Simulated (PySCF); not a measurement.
Species: cyclohexene, C₆H₁₀.
Bonds: C1–C2 (double), C2–C3, C3–C4, C4–C5, C5–C6, C1–C6. Hydrogens: H7 on C1; H8 on C2; H9, H10 on C3; H11, H12 on C4; H13, H14 on C5; H15, H16 on C6.

The same species was optimised twice, with GFN2-xTB and with PBE0-D3(BJ)/def2-SVP (PySCF), and the same property calculations (PySCF, gas phase) were run on both structures.

| coordinate | GFN2-xTB | PBE0-D3(BJ)/def2-SVP | change |
| --- | --- | --- | --- |
| C1=C2 (Å) | 1.322 | 1.338 | +0.016 |
| C2–C3 (Å) | 1.498 | 1.500 | +0.002 |
| C1–C6 (Å) | 1.498 | 1.500 | +0.002 |
| C5–C6 (Å) | 1.527 | 1.526 | -0.001 |
| C3–C4 (Å) | 1.527 | 1.526 | -0.001 |
| C4–C5 (Å) | 1.525 | 1.524 | -0.001 |
| C3–C4–C5 (°) | 109.8 | 111.1 | +1.3 |
| C4–C5–C6 (°) | 109.8 | 111.1 | +1.3 |
| C2–C3–C4 (°) | 111.4 | 112.2 | +0.8 |
| C1–C6–C5 (°) | 111.4 | 112.2 | +0.8 |
| C2–C1–C6 (°) | 123.5 | 123.4 | -0.1 |
| C1–C2–C3 (°) | 123.5 | 123.4 | -0.1 |

Rotational constants: A = 4807, B = 4615, C = 2607 MHz (GFN2-xTB) against A = 4757, B = 4562, C = 2564 MHz (PBE0-D3(BJ)/def2-SVP). Point groups within 0.08 Å: C2 and C2.

On the GFN2-xTB structure: HOMO (eV) -6.93 [PBE0/pcSseg-1]; LUMO (eV) 0.72 [PBE0/pcSseg-1]; dipole (D) 0.31 [PBE0/pcSseg-1]; GIAO shielding of C1/C2 (mean) (ppm) 51.9 [PBE0/pcSseg-1]; GIAO shielding of C3/C6 (mean) (ppm) 157.2 [PBE0/pcSseg-1]; GIAO shielding of C4/C5 (mean) (ppm) 160.6 [PBE0/pcSseg-1].

Task: What do these properties become on the PBE0-D3(BJ)/def2-SVP structure?

Result: 
| property | level | on GFN2-xTB | on PBE0-D3(BJ)/def2-SVP | change |
| --- | --- | --- | --- | --- |
| HOMO (eV) | PBE0/pcSseg-1 | -6.93 | -6.86 | +0.07 |
| LUMO (eV) | PBE0/pcSseg-1 | 0.72 | 0.67 | -0.05 |
| dipole (D) | PBE0/pcSseg-1 | 0.31 | 0.33 | +0.02 |
| energy, GFN2-xTB geometry as zero (kcal/mol) | PBE0/pcSseg-1 | 0.0 | -0.5 | -0.5 |
| GIAO shielding of C1/C2 (mean) (ppm) | PBE0/pcSseg-1 | 51.9 | 48.4 | -3.5 |
| GIAO shielding of C3/C6 (mean) (ppm) | PBE0/pcSseg-1 | 157.2 | 156.7 | -0.5 |
| GIAO shielding of C4/C5 (mean) (ppm) | PBE0/pcSseg-1 | 160.6 | 160.2 | -0.4 |

The heavy atoms differ by 0.018 Å rms after alignment. Among bonds between heavy atoms C1=C2 changes most (+0.016 Å). Changes are differences of the printed values. Neither structure is proved a minimum here.
